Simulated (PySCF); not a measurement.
## Bond curve of SiP⁻

Set-up: Si aug-cc-pVDZ-DK, P aug-cc-pVDZ-DK; spin-free X2C with a Gaussian nucleus (PySCF 2.14). Energies in eV from Si⁻ + P in their ground configurations at the same level. State: ¹Σ⁺ (singlet), closed shell.

Curves on a restricted Hartree–Fock reference rise too fast on stretching and do not dissociate correctly.

| R (Å) | PBE | RHF-CCSD | HSE06 |
| --- | --- | --- | --- |
| 1.740 | -3.529 |  | -3.347 |
| 1.821 | -4.425 | -3.290 | -4.209 |
| 1.902 | -4.944 | -3.829 | -4.690 |
| 1.962 | -5.149 | -4.039 | -4.864 |
| 2.023 | -5.233 | -4.123 | -4.916 |
| 2.084 | -5.224 | -4.108 | -4.873 |
| 2.165 | -5.103 | -3.974 | -4.705 |
| 2.266 | -4.830 | -3.679 | -4.373 |
| 2.387 | -4.398 | -3.214 | -3.868 |
| 2.549 | -3.739 |  | -3.111 |

**Question.** Put a parabola through the three lowest points of the PBE curve and estimate Re, k and ωe (reduced mass 14.7 u; 1 eV/Å² = 0.16022 mdyn/Å; ωe = 1302.8·√(k/μ) cm⁻¹).

**Answer.** Through R = 1.962, 2.023, 2.084 Å the second-order coefficient is 12.5 eV/Å², so Re ≈ 2.048 Å, k ≈ 4.00 mdyn/Å and ωe ≈ 680 cm⁻¹. A polynomial fit of higher order to the unrounded PBE energies gives Re = 2.046 Å, k = 3.67 mdyn/Å, ωe = 651 cm⁻¹; anharmonicity and rounding make the difference.

The higher-order fit for each curve: PBE: Re = 2.046 Å, ωe = 651 cm⁻¹, De = 5.24 eV; RHF-CCSD: Re = 2.043 Å, ωe = 673 cm⁻¹, De = 4.13 eV; HSE06: Re = 2.023 Å, ωe = 688 cm⁻¹, De = 4.92 eV.

Correlated steps freeze 10 core orbitals. Correlated levels converge slowly with the basis: in double zeta they bind strong bonds too weakly, by up to about 1 eV, and carry superposition errors of some tenths. For an ion De counts to the pair picked by the measured ionisation energies or electron affinities, which need not be the lowest pair at this level. Where the molecule has an RHF reference, its open-shell atoms are computed with UHF. The CCSD T1 diagnostic is raised, a sign that a single reference may not be enough here.
